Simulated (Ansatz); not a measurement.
Ansatz (a first-principles code) input (r2SCAN/aug-cc-pVQZ):

Ansatz 0.2 input:
```yaml
crystal:
  periodic: [false, false, false]
  atoms:
    - {symbol: H, position_ang: [-0.00000000, -0.00000000, -0.37201156]}
    - {symbol: H, position_ang: [0.00000000, 0.00000000, 0.37201156]}
basis:
  gaussian:
    orbitals: aug-cc-pVQZ
hamiltonian:
  xc: {name: r2SCAN}
magnetization: {spin_polarized: false}
```

Output:

```
Functional definition: r2SCAN
integrals: 0.00 GiB planned
130 factors; their error is unknown
mean field: 0.13 GiB planned
mean field evaluation 1: about -31.6562 eV, gradient 8.2e0 eV
mean field evaluation 2: about -31.8750 eV, gradient 1.9e0 eV
mean field evaluation 4: about -31.8859 eV, gradient 4.8e-2 eV
mean field evaluation 8: about -31.8851 eV, gradient 5.5e-5 eV
mean field -31.88507261 eV, -1.1717548060 hartree, gradient 7.8e-5 eV, S^2 0.000000; 0 other end points of the search recorded, 0 dependent functions left out
reference -31.88508109 eV, -1.1717551175 hartree; 1, 1 occupied and 91, 91 virtual orbitals, 130 factors
Total energy: -31.88508109 eV, -1.1717551175 hartree
```
